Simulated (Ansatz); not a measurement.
# SiH2F (quartet): wave-function methods side by side, cc-pVDZ

One table from this session's results is given with a row withheld; the runs are named, their logs left out.

Computed with Ansatz 0.2.0, Gaussian basis. Level: cc-pVDZ, core rule «outside noble gas», up to 6 orbitals frozen.

To be run: UHF; CCSD(T) on ROHF; CCSD(T) on UHF; BCCD(T) on ROHF; CISD as a restricted active space (open shells left free, so some higher excitations enter); CCSDT(Q) on ROHF; CCSDT(Q) on UHF.

36 further runs of the same task are left out: 13 for a known fault of the program, 8 that didn't finish, 15 set aside as unsound or not needed. Runs told in other sessions of the task aren't counted.

### What is computed

The geometry is a PBE0/def2-TZVP stationary point (not a proven minimum) of the parent state, kept for this charge and spin.

4 atoms, charge 0, spin multiplicity 4.

Atoms are counted from 1 here; the program's logs count them from 0.

Bond lengths: Si1–F2 1.599 Å, Si1–H3 1.463 Å, Si1–H4 1.463 Å. Angles: F2–Si1–H3 115.4°, F2–Si1–H4 115.4°, H3–Si1–H4 129.1°.

The first run:

File in.yaml:

```yaml
crystal:
  periodic: [false, false, false]
  atoms:
    - {symbol: Si, position_ang: [0.000000, 0.000000, 0.593067]}
    - {symbol: F, position_ang: [0.000000, 0.000000, -1.006354]}
    - {symbol: H, position_ang: [0.000000, 1.321394, 1.221565]}
    - {symbol: H, position_ang: [0.000000, -1.321394, 1.221565]}
basis:
  gaussian: {orbitals: cc-pVDZ}
magnetization: {spin_polarized: true, initial_magnetization: 3}
hamiltonian: {xc: hf}
output: {orbitals: {seedname: orbitals}}
```

Command:

```sh
> ansatz run in.yaml --threads 1 --pin off --events-out ev --progress --plain --max-ram 2393MiB
```

Steps of the session up to this table: UHF; CCSD(T) on ROHF; CCSD(T) on UHF; BCCD(T) on ROHF; CISD as a restricted active space (open shells left free, so some higher excitations enter); CCSDT(Q) on ROHF; CCSDT(Q) on UHF.

One of the session's tables, all rows but one given; the rest of the session is left out.

```
   method  from UCCSDT(Q) (kcal/mol)
     ROHF                    +191.24
      UHF                    +186.57
     RMP2                     +18.54
     UMP2                          ?
     CISD                     +21.16
    RCCSD                      +5.70
    UCCSD                      +5.67
 RCCSD(T)                      +1.30
 UCCSD(T)                      +1.30
  BCCD(T)                      +1.19
   RCCSDT                      +0.49
   UCCSDT                      +0.49
RCCSDT(Q)                      +0.12
UCCSDT(Q)                          0
```

Estimate the missing values for UMP2.

As computed: from UCCSDT(Q) (kcal/mol): +19.08. In the column «from UCCSDT(Q) (kcal/mol)» it lies between RMP2 (+18.54) and CISD (+21.16).

The ROHF row is the lowest such solution found; the determinant under the restricted MP2 and coupled-cluster rows lies 0.02 eV higher.

Caveats from the session: Restricted and unrestricted rows rest on different reference determinants; a gap between their highest levels can come from leftover correlation error, from unlike frozen cores or from another state.
